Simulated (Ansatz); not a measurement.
Base system: HfS2 in the CdI2 type structure (space group P-3m1, No. 164; a = 3.547 Å, c = 5.577 Å; layered, stacked along the Cartesian z axis).

All numbers come from PBEsol-D3(BJ) (Ansatz, a first-principles code; PAW; 420 eV plane waves; without spin-orbit coupling).

The change: every Hf is replaced by Zr, then cell and atoms are relaxed.

Measured band gap: HfS2 1.8 eV (temperature not stated; as listed in Miłosz Rybak et al., Nanomaterials (2022)); ZrS2 1.7 eV (temperature not stated; as listed in Miłosz Rybak et al., Nanomaterials (2022)).

Measured lattice parameter a: HfS2 3.635 Å (temperature not stated; as listed in Torbjörn Björkman, The Journal of Chemical Physics (2014)); ZrS2 3.662 Å (temperature not stated; as listed in Torbjörn Björkman, The Journal of Chemical Physics (2014)).

Task: How well does PBEsol-D3(BJ) reproduce the measured shift?

Result: With PBEsol-D3(BJ) the band gap moves by -0.15 eV (0.45 → 0.29) against -0.10 eV measured; the lattice parameter a moves by +0.031 Å (3.547 → 3.578) against +0.027 Å measured.

Spin-orbit coupling, missing from the scalar runs, can matter with Hf. No phonon test of stability was made. The zero or small gap of ZrS2 can change with the level of theory.
